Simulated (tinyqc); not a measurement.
Stretching all distances: RHF, UHF, MP2, CISD and CCSD against full CI in the sto-3g basis, for CH3+, spin multiplicity 1. Computed by the program tinyqc with PySCF. All coordinates are multiplied by the scale. c0^2 is the weight of the RHF determinant in the lowest singlet FCI state (UHF is spin-contaminated and may lie near states of higher spin) and n(LUMO) the first natural occupation beyond the occupied space.

Geometry (angstrom):
```
atom        x        y       z
C      0.0000   0.0000  0.0850
H      1.0110   0.0000  0.0000
H     -0.5050   0.8750  0.0000
H     -0.5050  -0.8750  0.0000
```

Full CI energy (hartree) and errors against it (kcal/mol):
```
scale  distance 1-2 (angstrom)     E(FCI)      RHF     UHF     MP2    CISD    CCSD  <S^2> UHF   c0^2  n(LUMO)
0.980                    0.994  -38.77962   31.221  31.221   8.910   0.670   0.195      0.000  0.975    0.013
1.250                    1.268  -38.81474   49.391  49.391  15.570   2.027   0.511      0.000  0.946    0.033
1.390                    1.410  -38.74806   62.385  62.385  20.546   3.586   0.919      0.000  0.920    0.053
1.530                    1.552  -38.66555   78.106  78.106  26.724   6.177   1.692      0.000  0.882    0.086
1.670                    1.694  -38.58264   96.745  91.322  34.170  10.267   3.111      0.657  0.830    0.137
1.810                    1.836  -38.50814  118.453  84.294  42.837  16.384   5.591      1.342  0.760    0.215
1.940                    1.968  -38.45071  141.351  70.406  51.709  24.271   9.245      1.648  0.679    0.319
2.080                    2.110  -38.40330  168.579  55.751  61.456  35.228  14.866      1.809  0.577    0.463
```

Estimate the missing row, scale = 1.12.

Computed row:
```
scale  distance 1-2 (angstrom)     E(FCI)     RHF     UHF     MP2   CISD   CCSD  <S^2> UHF   c0^2  n(LUMO)
1.120                    1.136  -38.83907  39.584  39.584  11.923  1.181  0.310      0.000  0.963    0.021
```

UHF parts from RHF first at scale 1.67 of those listed, where <S^2> leaves zero. The weight c0^2 goes from 0.97 to 0.58 and n(LUMO) from 0.01 to 0.46: static correlation grows as the bonds break into open-shell fragments. The spread of the error along the curve, which distorts its shape, is CCSD 14.7, CISD 34.6, MP2 52.5, UHF 60.1, RHF 137.4 kcal/mol.
